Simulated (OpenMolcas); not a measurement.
## Predicting a hybrid from its neighbours: HNO3 (nitric acid)

HNO3 has 5 atoms, charge 0, and is taken as a singlet. SMILES: `O=[N+]([O-])O`. Geometry: relaxed at PBE0-D4/def2-TZVP. This is one conformer, not always the lowest.

The vertical ionisation energy (to the doublet cation) y, in eV, basis def2-SVPD; a is the functional's share of exact exchange. Programs: OpenMolcas 26.06.

| functional | program | a | y (eV) |
| --- | --- | --- | --- |
| r2SCAN | OpenMolcas | 0 | 12.28 |
| PBE | OpenMolcas | 0 | 12.08 |
| B3LYP | OpenMolcas | 0.2 | 12.56 |
| PBE0 | OpenMolcas | 0.25 | ? |
| BHLYP | OpenMolcas | 0.5 | 12.72 |

**Question.** Fit y = c + s·a to the known rows and predict PBE0.

**Answer.** 
1. Means of the 4 rows: a = 0.1750, y = 12.410.
2. Σ(Δa)² = 0.1675, Σ(Δa·Δy) = 0.185, so the slope is 0.185/0.1675 = 1.1045.
3. Intercept: 12.410 − (1.1045) × 0.1750 = 12.217. The largest residual of the fit is 0.14.
4. PBE0: 12.217 + (1.1045) × 0.25 = 12.49 eV.

The run gave 12.55 eV, so the prediction is off by -0.06 eV, within the scatter of the fit. The rows mix families of semi-local functionals, which the line can't see.
